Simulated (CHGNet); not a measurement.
**1T (CdI2-type) CdI2**

Method: the machine-learned potential CHGNet 0.3.0 (trained on PBE and PBE+U data).

Cell (relaxed at this level):

```
CdI2
1.0
    4.32764     0.00000     0.00000
   -2.16382     3.74785     0.00000
    0.00000     0.00000     7.65156
Cd I
1 2
Direct
  0.00000   0.00000   0.00000
  0.33333   0.66667   0.22569
  0.66667   0.33333   0.77431
```

For 1T (CdI2-type) CdI2, the equilibrium lattice constant a is 4.328 Å and the lattice parameter c is 7.652 Å.

Measured, for comparison: lattice constant a 4.244 Å, lattice parameter c 6.859 Å (temperature not stated, no zero-point or thermal correction; as tabulated in de Haan, NBS Special Publication (1969), 233, by the Crystallography Open …). Computed (rounded) less measured: lattice constant a +2.0 %, lattice parameter c +11.6 %.

A machine-learned potential is trained on density-functional data: it inherits that level's misses and adds fitting errors of its own.

Note: the model's c/a of 1.77 is far from the 1.62 of the starting cell; this model's volume lies 16 % above that of the starting cell (a measured, published or database cell).
